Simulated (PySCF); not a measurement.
All values below come from PBE0-D3(BJ)/def2-TZVP // PBE0-D3(BJ)/def2-SVP run with PySCF. Gas-phase values, no solvent. 

Reference species (SMILES): `C#N` (neutral, multiplicity 1).

The HOMO comes out as -10.38 eV and the HOMO–LUMO gap comes out as 10.63 eV.

Changed species: `COC` (free base O(CH3)2; the reference has free base NCH).

Task: What does the change do to the HOMO and HOMO–LUMO gap?

Result: the HOMO rises by 2.95 eV, to -7.43 eV; the HOMO–LUMO gap drops by 1.82 eV, to 8.81 eV.
